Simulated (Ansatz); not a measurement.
# COS2: geometry and frequencies at several levels

The task, for COS2: geometry and frequencies at several levels.

Program: Ansatz 0.2.0. Level of theory: the levels named in each step. These are calculated values, not measurements.

### Step 1. The starting structure

Bond lengths: O1–C2 1.173 Å, C2–S3 1.731 Å, C2–S4 1.733 Å, S3–S4 2.123 Å. Angles: O1–C2–S3 142.2°, O1–C2–S4 142.2°, S3–C2–S4 75.6°, C2–S3–S4 52.2°, C2–S4–S3 52.2°.

Structure file:

```xyz
4

O     1.8906    0.1121   -0.3229
C     0.7365    0.0433   -0.1267
S    -0.6341   -0.9838   -0.3750
S    -0.5851    0.9103    0.5827
```

### Step 2. A rough first relaxation, PBE-D4/def2-SVP

input.yaml reads:

```yaml
crystal:
  periodic: [false, false, false]
  atoms:
    - { symbol: O, position_ang: [1.89063, 0.11215, -0.32292] }
    - { symbol: C, position_ang: [0.73646, 0.04333, -0.12665] }
    - { symbol: S, position_ang: [-0.63414, -0.98384, -0.37496] }
    - { symbol: S, position_ang: [-0.58514, 0.91033, 0.58275] }
basis:
  gaussian: { orbitals: def2-SVP }
hamiltonian:
  xc: pbe
  dispersion: d4
relax:
  f_tol: 0.03
  max_steps: 200
```

The run is started by

```console
> ansatz run input.yaml --threads 2 --pin off --max-ram 5120MiB --backend cpu --events-out ev --progress --plain --runs-dir out
```

The runs that follow: Relaxation, HF/STO-3G; Frequencies, HF/STO-3G; Relaxation, HF/6-31G*; Frequencies, HF/6-31G*; Relaxation, LDA/def2-SVP; Frequencies, LDA/def2-SVP; Relaxation, PBE-D4/def2-SVP; Frequencies, PBE-D4/def2-SVP.

Before running it: what results should come out? Wanted: O1–C2 at PBE-D4/def2-SVP; C2–S3 at PBE-D4/def2-SVP; C2–S4 at PBE-D4/def2-SVP; frequencies at PBE-D4/def2-SVP.

The runs gave:

```
                      quantity             value
      O1–C2 at PBE-D4/def2-SVP           1.191 Å
      C2–S3 at PBE-D4/def2-SVP           1.778 Å
      C2–S4 at PBE-D4/def2-SVP           1.778 Å
frequencies at PBE-D4/def2-SVP  358 to 1887 cm⁻¹
```

**Reading.** The O–C distance spreads over 0.040 Å, from HF/6-31G* (shortest) to HF/STO-3G. No mode is imaginary, so the geometry is a minimum.
